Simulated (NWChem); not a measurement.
Correlation energy of Cl (+1)

```
Cl
```
Charge +1, spin multiplicity 3.

The numbers come from NWChem runs, not from measurements.

Basis set: cc-pVDZ. Each correlation energy counts from its own Hartree-Fock reference.

The correlated methods keep 5 core orbitals frozen. No SCF solution was tested for a lower state. Open-shell Hartree-Fock references start from PBE0 orbitals. No row is a measurement; the coupled-cluster row has its own basis-set and correlation limits.

```json
[
 {"method": "SCS-UMP2", "correlation energy (mHa)": "…"},
 {"method": "CCSD(T) on ROHF", "correlation energy (mHa)": "-112.3"},
 {"method": "CCSD(T) on UHF", "correlation energy (mHa)": "-107.6"},
 {"method": "CCSDT on ROHF", "correlation energy (mHa)": "-112.5"},
 {"method": "URI-MP2", "correlation energy (mHa)": "-87.4"},
 {"method": "CCSD[T] on UHF", "correlation energy (mHa)": "-107.7"},
 {"method": "UMP2", "correlation energy (mHa)": "-87.4"},
 {"method": "CCSD[T] on ROHF", "correlation energy (mHa)": "-112.2"},
 {"method": "CCSD on UHF", "correlation energy (mHa)": "…"},
 {"method": "CCSD on ROHF", "correlation energy (mHa)": "…"}
]
```

Question: What belongs in the gaps?

Answer: 
- SCS-UMP2, correlation energy (mHa): -86.3
- CCSD on UHF, correlation energy (mHa): -106.6
- CCSD on ROHF, correlation energy (mHa): -111.0
